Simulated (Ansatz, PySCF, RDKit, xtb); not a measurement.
# BPH−: a search for the lowest isomer

Given the formula BPH− (charge -1) and nothing else, which arrangement of the atoms is the most stable in the gas at 298.15 K, and what are its properties?

Plan: many cheap relaxations first (GFN2-xTB), then density-functional screening, relaxation at r2SCAN-D4/def2-SVPD, vibrations and a final energy. The numbers are computed, not measured.

6 further runs of the same task are left out: 6 set aside as unsound or not needed.

## Step 1: Drawing up candidates

A program enumerates the bonding patterns with one Lewis structure each (two rings at most, one unusual centre or charged pair), with their diastereomers. O–O, O–halogen and N–halogen bonds and N–N–N chains are not drawn. That gives 3 candidates.

```tsv
label	SMILES	spin
c019	[B][PH-]	triplet
c205	[B][PH-]	singlet
c697	[BH-]#P	singlet
```

Candidates are built by distance geometry, with a force field where one applies, in up to four conformers (letters a to d). 2 starts with atoms placed at random are added, to find patterns that the rules miss.

Q: Predict the outcome of this search (final energies at CCSD(T)/def2-TZVPPD).

| quantity | value |
| --- | --- |
| lowest structure found | [BH-]#P, singlet, C∞v |
| next finalist | [B][PH-], singlet, 39.5 kcal/mol higher in G |
| share at equilibrium, among the finalists | 100.0 % |
| harmonic wavenumbers, lowest and highest (r2SCAN-D4/def2-SVPD) | 598 and 2623 cm⁻¹ |
| rotational constants, same geometry | 0.5883 cm⁻¹ |
| HOMO energy (PBE0/def2-TZVPD) | -0.48 eV |
| LUMO energy (PBE0/def2-TZVPD) | 3.90 eV |
| HOMO–LUMO gap (to an unbound level, set by the basis) (PBE0/def2-TZVPD) | 4.38 eV |
| lowest excitation (TD-B3LYP/def2-SVPD) | 3.68 eV (f = 0.000) |
| lowest triplet excitation, same level, Tamm-Dancoff | 2.88 eV |
| vertical detachment energy | 2.51 eV |
| vertical triplet less singlet | +2.93 eV |

`[BH-]#P` comes out lowest. Among the finalists first place is clear (39.5 kcal/mol); structures outside the list aren't covered. HF/STO-3G, r2SCAN-D4/def2-SVPD, r2SCAN-D4/def2-SVPD, relaxed, HF/def2-TZVPPD and MP2/def2-TZVPPD already put its bonding pattern lowest among the structures in one piece. A large T1 diagnostic among the finalists warns that one reference determinant may not suffice. It concerns: the finalist [B][PH-] (singlet); the finalist [B][PH-] (triplet). In an anion, excitations above the detachment energy lie in the continuum and hang on the basis, so they needn't be bound states. The search is not exhaustive (a finite list of starts, one conformer a finalist), so a lower isomer can't be ruled out.
